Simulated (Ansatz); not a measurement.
Antifluorite Mg2Ge, treated with RPBE (PAW; Ansatz, a quantum-chemistry and plane-wave program).

Settings: plane-wave cutoff 520 eV, 10×10×10 k mesh, Fermi–Dirac smearing 0.01 eV, scalar-relativistic PAW data made under PBE.

Cell (relaxed at this level):

```cif
data_Ge4Mg8
_chemical_formula_sum 'Mg8 Ge4'
_space_group_name_H-M_alt 'Fm-3m'
_space_group_IT_number 225
_space_group_name_Hall '-F 4 2 3'
_cell_length_a 6.48476
_cell_length_b 6.48476
_cell_length_c 6.48476
_cell_angle_alpha 90.000
_cell_angle_beta 90.000
_cell_angle_gamma 90.000
loop_
_atom_site_label
_atom_site_type_symbol
_atom_site_symmetry_multiplicity
_atom_site_Wyckoff_symbol
_atom_site_fract_x
_atom_site_fract_y
_atom_site_fract_z
_atom_site_occupancy
Mg1 Mg 8 c 0.25000 0.25000 0.25000 1
Ge1 Ge 4 a 0.00000 0.00000 0.00000 1
```
(The calculation used a cell of 3 atoms; values per cell refer to that cell.)

### Question
Give the computed bulk modulus, band gap, smallest direct gap on the k points sampled and pressure derivative B′ of the bulk modulus.

### Answer

- bulk modulus = 46.8 GPa
- band gap = 0.21 eV (indirect)
- smallest direct gap on the k points sampled = 0.89 eV
- pressure derivative B′ of the bulk modulus = 4.2

Measured, for comparison: band gap 0.74 eV (temperature not stated, no zero-point or thermal correction, indirect, Γ–X; as tabulated in Ryu et al. (2019), arXiv:1905.06140).

Spin–orbit coupling is not included.

The computed numbers hold no vibrational or temperature effects.
